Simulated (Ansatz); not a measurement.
bcc Ba, treated with r²SCAN (PAW; Ansatz, a first-principles code).

Run with plane-wave cutoff 500 eV, 20×20×20 k mesh, Fermi–Dirac smearing 0.1 eV, scalar-relativistic PAW data made under PBE.

Computed at the level's own relaxed cell.

Task: Estimate the equilibrium volume per atom and equilibrium lattice constant a that the calculation returns.

Result: 
- equilibrium volume per atom: 65.26 Å³/atom
- equilibrium lattice constant a: 5.073 Å

Measured, for comparison: equilibrium volume per atom 62.31 Å³/atom (low-temperature or extrapolated to 0 K; zero-point anharmonic expansion removed; as tabulated in Csonka et al. (2009), arXiv:0903.4037); lattice constant a 4.995 Å (low-temperature or extrapolated to 0 K; zero-point anharmonic expansion removed, our sources range from 4.995 to 5.004; as tabulated in Csonka et al. (2009), arXiv:0903.4037). Computed (rounded) less measured: equilibrium volume per atom +4.7 %, lattice constant a +1.6 % (+1.4 % to +1.6 % over the range).

Spin–orbit coupling is not included.
